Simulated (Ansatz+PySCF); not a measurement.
The numbers below are computed, except where a source is named.
# Several solutions for singlet N₂

```yaml
atoms:
  - { symbol: N, position_ang: [0.0000, 0.0000, -1.6466] }
  - { symbol: N, position_ang: [0.0000, 0.0000, 1.6466] }
```

Basis set: 6-31G (spherical functions). Charge 0, multiplicity 1.

RHF was run from several starts with Ansatz (development build ahead of 0.2.0) and PySCF 2.14.0.

```tsv
run	program	start	converged	energy (hartree)	<S²>
A	PySCF	program defaults	yes	-107.93353	0.00
B	Ansatz	stability test followed	yes	-108.27108	0.00
C	Ansatz	atomic start, no search	yes	-108.23578	0.00
D	Ansatz	search for the lowest state	yes	-108.27108	0.00
E	PySCF	guess minao, instabilities followed	yes	-108.27108	0.00
F	PySCF	guess atom, instabilities followed	yes	-108.27108	0.00
G	PySCF	guess huckel, instabilities followed	yes	-108.27108	0.00
H	PySCF	guess 1e, instabilities followed	yes	-108.27108	0.00
```

(1) Which runs reached the lowest solution of this kind, and what is wrong with the others?

Answers

(1) B, D, E, F, G, H reached the lowest solution found. Converged but too high: A by 9.19 eV, C by 0.96 eV. Convergence only shows a stationary point, and even a stable one can lie too high; stability tests and further starts are what find lower ones. Caution: an unrestricted determinant lies well below (13.58 eV lower). Caution: the determinant breaks the point group.
